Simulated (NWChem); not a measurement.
A calculation on diphosphorus (P2)

```xyz
2

P      0.0000     0.0000     0.9455
P      0.0000     0.0000    -0.9455
```
Charge 0, spin multiplicity 1.

The numbers come from NWChem runs, not from measurements. All single points use one geometry, from PBE0/def2-SVP, a minimum by its harmonic frequencies.

The correlated methods keep 10 core orbitals frozen.

Worked example. A B2PLYP run in 3-21G ends its self-consistent part (53 % exact exchange, 47 % B88, 73 % LYP) at -678.86025 Ha, and second-order perturbation theory on those orbitals gives -0.19572 Ha unscaled.

The perturbative term enters with the weight 0.27: -678.86025 + 0.27·(-0.19572) = -678.91309 Ha is the total energy.
